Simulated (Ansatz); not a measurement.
We consider rock-salt MgO, described by r²SCAN (PAW; Ansatz, a first-principles code).

The same calculation (at the measured cell, 9.307 Å³/atom) with different numerical settings:

```
run    k mesh  gap on the mesh (eV)  total energy (eV/atom)      rough time
---  --------  --------------------  ----------------------  --------------
1       4×4×4                 5.659              -1249.1640  under 3 core-s
2       6×6×6                 5.666              -1249.1691  under 3 core-s
3       8×8×8                 5.666              -1249.1692  under 3 core-s
4    12×12×12                 5.666              -1249.1692  under 3 core-s
5    16×16×16                 5.666              -1249.1692        3 core-s
6    20×20×20                 5.666              -1249.1692        6 core-s
```

In the column total energy (eV/atom) the first row differs from the last by +0.0052 and the next to last by 0.0000.

The last row is no converged limit: other settings stay fixed.
